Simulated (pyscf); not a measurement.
Structures and frequencies: ωB97X-D3(BJ)/def2-SVP in PySCF.

**Question.** Estimate the classical barrier height and the reaction energy of H₃C–C•=CH–CH₂–CH₃ -> propyne (HC≡C–CH₃) + ethyl (•H₂C–CH₃) at PBE0-D3(BJ)/def2-TZVP. The step runs on the doublet surface, breaks C–C and forms none; take the reactant's lowest minimum found as zero.

**Answer.** ΔE‡ = 159.5 kJ/mol, ΔE = +140.3 kJ/mol. ωB97M-D3(BJ)/def2-TZVP gives 148.1 kJ/mol and +118.1 kJ/mol. Zero-point energy shifts the barrier by -15.4 kJ/mol. It is a bond scission, with an imaginary mode of 536i cm⁻¹. H₃C–C•=CH–CH₂–CH₃ lies 104.3 kJ/mol over its isomer cyclic C₅H₉ (SMILES [CH]1CCCC1) [doublet] (electronic energy, ωB97M-D3(BJ)). This is the saddle that the search found; another between the same sides may lie lower.
